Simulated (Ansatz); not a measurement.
# C2H2Li: the cost of one run

Computed with Ansatz 0.2.0, Gaussian basis. Level: PBE0-D4/def2-SVP.

### 1 The starting structure

SMILES `[Li][CH]=[CH+]`, 5 atoms, charge 1, spin multiplicity 1.

Atoms are counted from 1 here; the program's logs count them from 0.

Bond lengths: Li1–C2 2.298 Å, Li1–C3 2.300 Å, C2–C3 1.205 Å, C2–H4 1.065 Å, C3–H5 1.065 Å. Angles: C2–Li1–C3 30.4°, Li1–C2–C3 74.9°, Li1–C2–H4 115.7°, C3–C2–H4 169.5°, Li1–C3–C2 74.7°, Li1–C3–H5 115.8°, C2–C3–H5 169.5°.

Geometry (Å):

```xyz
5
C2H2Li
Li   -1.3360    0.4232    1.2119
C    -0.0117   -0.6057   -0.3597
C     0.5393    0.4389   -0.1190
H    -0.3504   -1.5573   -0.6970
H     1.1588    1.3009   -0.0361
```

### 2 Dynamics

Input file md/in.yaml:

```yaml
crystal:
  periodic: [false, false, false]
  atoms:
    - {symbol: Li, position_ang: [-1.336030, 0.423150, 1.211850]}
    - {symbol: C, position_ang: [-0.011740, -0.605690, -0.359740]}
    - {symbol: C, position_ang: [0.539340, 0.438880, -0.119000]}
    - {symbol: H, position_ang: [-0.350390, -1.557260, -0.696990]}
    - {symbol: H, position_ang: [1.158820, 1.300930, -0.036120]}
basis:
  gaussian: {orbitals: def2-SVP}
total_charge: 1
hamiltonian: {xc: pbe0, dispersion: d4}
md: {n_steps: 80, timestep: 0.5, temperature: 300, ensemble: nve, seed: 153, initial_velocities: maxwell_boltzmann}
```

Started as:

```bash
$ ansatz run in.yaml --threads 2 --pin off --events-out ev --progress --plain --max-ram 3481MiB
```

Q: Estimate wall time and peak memory on 2 threads of Intel Xeon at 2.50GHz, shared host.

About 92 s, with a peak of 0.11 GiB.
